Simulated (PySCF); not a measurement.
# Magnetic susceptibility: `C=C=C`, C₃H₄

Molfile (atoms numbered from 1):
```
C3H4
     RDKit          3D

  7  6  0  0  0  0  0  0  0  0999 V2000
   -1.2871   -0.0463   -0.0392 C   0  0  0  0  0  0  0  0  0  0  0  0
    0.0205   -0.0431   -0.0467 C   0  0  0  0  0  0  0  0  0  0  0  0
    1.3281   -0.0399   -0.0542 C   0  0  0  0  0  0  0  0  0  0  0  0
   -1.8517    0.5899    0.6504 H   0  0  0  0  0  0  0  0  0  0  0  0
   -1.8566   -0.6851   -0.7223 H   0  0  0  0  0  0  0  0  0  0  0  0
    1.8898    0.6479   -0.6950 H   0  0  0  0  0  0  0  0  0  0  0  0
    1.9006   -0.7248    0.5799 H   0  0  0  0  0  0  0  0  0  0  0  0
  1  2  2  0
  2  3  2  0
  1  4  1  0
  1  5  1  0
  3  6  1  0
  3  7  1  0
M  END
```

Theory: GIAO PBE/pcSseg-2 magnetisability, rotational g tensor and spin-rotation constants, non-relativistic, gas phase in PySCF. Geometry: PBE0-D3(BJ)/def2-SVP.

Question: How diamagnetic is it, and how anisotropic?

Answer: Isotropic -457 × 10⁻³⁰ J/T², or -27.5 × 10⁻⁶ cm³/mol; principal values -460, -456, -456 × 10⁻³⁰ J/T², anisotropy 5 × 10⁻³⁰ J/T² (root of half the summed squared differences of the principal values). The susceptibility is in cgs units.

Question: Split it along the inertial axes a, b, c into diamagnetic and paramagnetic parts about the centre of mass, with the quadrupole moment.

Answer: 
```csv
axis,χ (10⁻⁶ cm³/mol),diamagnetic (10⁻⁶ cm³/mol),paramagnetic (10⁻⁶ cm³/mol),summed x² of all electrons (Å²),quadrupole Θ (D Å)
a,-27.7,-49.5,21.8,37.9,+3.82
b,-27.4,-185.4,157.9,5.8,-1.91
c,-27.4,-185.4,157.9,5.8,-1.91
```
Anisotropies 2χaa − χbb − χcc = -0.6 and 2χbb − χaa − χcc = +0.3 × 10⁻⁶ cm³/mol. Θ is traceless in Buckingham's convention.

Question: And the rotational g tensor?

Answer: 
```csv
axis,rotational constant (GHz),g,nuclear part,electronic part
a,142.8687,-0.4606,0.9995,-1.4600
b,8.8702,-0.0157,0.6423,-0.6581
c,8.8702,-0.0157,0.6423,-0.6581
```
Prolate top; isotopes 12C, 1H; no vibrational averaging.
